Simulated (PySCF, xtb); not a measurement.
C2H7N, SMILES CCN. Other conformers were not sampled.

Harmonic wavenumbers (cm⁻¹) from GFN2-xTB (xtb 6.7.1) at its own minimum, in rising order: 216, 276, 392, 830, 916, 954, 993, 1135, 1148, 1226, 1279, 1361, 1407, 1490, 1495, 1500, 1566, 2808, 2959, 3028, 3043, 3053, 3385, 3419.

Q: What does B3LYP-D3(BJ)/def2-TZVP (PySCF 2.14.0) give at its own minimum? (An estimate is asked for; the answer gives what the named calculation found.)

A: 237, 273, 416, 804, 847, 902, 1007, 1097, 1152, 1265, 1327, 1405, 1428, 1490, 1498, 1523, 1659, 2943, 3026, 3042, 3086, 3104, 3479, 3556. Paired by order, the mean absolute difference is 44 cm⁻¹ and the zero-point energies are 57.0 and 58.0 kcal/mol.
